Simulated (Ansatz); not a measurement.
Relaxed structures of MgSiH$_{2}$O, closed shell (PBE0-D4/def2-TZVP; forces vanish, vibrations not checked; lower isomers may exist, and structures with a doubtful reference or unclear bonds are left out; Å). Ansatz 0.2.0; basis: def2-TZVPP; cores frozen in the correlated methods. The outer core shell of Li, Na, Mg and K is correlated. The def2 sets are not built for correlating such inner shells, so the correlated values are less sure here.

(1) Rank them by CCSD(T) energy, lowest first, and give each one's height above the lowest. Links in brackets join atoms within 1.22 times the sum of their covalent radii (1.1 for two metals). (To be estimated.)
A.
MgSiH₂O ([OH][SiH][Mg])
```
5
angstrom
O -0.7840 0.8478 1.1518
Mg 1.9654 -1.5132 0.9716
Si 0.1364 0.2962 -0.1276
H -0.6961 -0.9449 -0.5321
H -1.5738 0.3519 1.3756
```
B.
MgSiH₂O ([MgH][O][SiH])
```
5
angstrom
O 0.7617 -0.0782 0.2474
Mg 1.5359 -1.0446 1.5665
Si 0.1582 0.7512 -1.0017
H 2.2736 -1.9510 2.7819
H -1.1140 1.3489 -0.3302
```
C.
MgSiH₂O ([O]1[Mg][SiH2]1)
```
5
angstrom
O -0.3829 -0.0147 1.2110
Mg 1.3534 -0.7970 1.4461
Si -0.1158 0.1035 -0.3616
H -0.8989 -0.7412 -1.3101
H 0.0442 1.4495 -0.9853
```

T1 diagnostic: at most 0.018. The restricted Hartree–Fock reference is unstable towards an unrestricted one at one or more of these structures. A large double-excitation amplitude points to some diradical character; no triplet was computed.

Answers

(1) Computed: B (0.000 eV), C (0.407 eV), A (0.889 eV). Heights count from the lowest.

For scale, one of the runs: CCSD(T)/def2-TZVPP, 133 basis functions, launched by `ansatz run in.yaml --threads 2 --pin off --events-out ev --progress --plain --max-ram 4352MiB`. The run took 9.5 s on 2 CPU threads of an Intel Xeon Platinum 8488C (shared host), with 0.75 GiB of host memory at its peak.
